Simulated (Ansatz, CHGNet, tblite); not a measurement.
## How well does each level of theory give the Voigt–Reuss–Hill shear modulus of zinc-blende BP?

Reference value: 166 GPa (measured, temperature not stated, not corrected to a static lattice, Hill average of measured single-crystal constants; as tabulated in Mahat et al. (2021), doi:10.1103/physrevmaterials.5.033606).

Problem. Put these levels in order of the Voigt–Reuss–Hill shear modulus that they give for zinc-blende BP, smallest first: CHGNet-r²SCAN (CHGNet), GFN2-xTB (tblite), LDA (Ansatz, a first-principles code), r²SCAN (Ansatz).

Solution. CHGNet-r²SCAN (33.4 GPa), GFN2-xTB (137 GPa), LDA (169 GPa), r²SCAN (174 GPa)

Unless a cell is named, each level is at its own relaxed cell (GFN2-xTB 11.90, CHGNet-r²SCAN 11.64, LDA 11.32, r²SCAN 11.67 Å³/atom).

Differences against the reference: GFN2-xTB -17.5 %, CHGNet-r²SCAN -80 %, LDA +1.8 %, r²SCAN +4.8 %.

The measured value isn't corrected to a static lattice, so vibrations enter the comparison. A static lattice is as a rule stiffer than a warm one, by over a tenth in soft solids.  GFN2-xTB: the method was fitted mainly to molecules. GFN2-xTB: the run uses a supercell at the zone centre in place of a k mesh. Each level is taken at its own relaxed cell. Cutoffs differ between the levels. Ansatz's density-functional and Hartree–Fock values are scalar-relativistic unless marked +SOC, with PAW data made under PBE.

Machine-learned potentials (CHGNet-r²SCAN) are trained on DFT data, which may include these solids.

Differences are worked out from the printed values.
